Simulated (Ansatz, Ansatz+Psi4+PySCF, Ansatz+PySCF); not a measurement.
```yaml
atoms:
  - { symbol: C, position_ang: [0.0000, 0.0000, -0.1144] }
  - { symbol: H, position_ang: [0.0000, 1.0843, 0.3432] }
  - { symbol: H, position_ang: [0.0000, -1.0843, 0.3432] }
```

Basis set: cc-pVTZ (spherical functions). Correlated methods keep 1 orbital frozen. Charge 0, multiplicity 3.

Computed with Ansatz (development build ahead of 0.2.0); each method stands on the lowest determinant of its kind that the runs found.

Q: Give the atomization energy at this shape (free ground-state atoms in the same class of orbitals less the molecule, no zero-point energy) of triplet CH2 by UHF-MP2, UHF.

A:

```tsv
method	atomization energy
UHF-MP2	178.97 kcal/mol
UHF	146.25 kcal/mol
```

Caution: the shape is not the minimum.
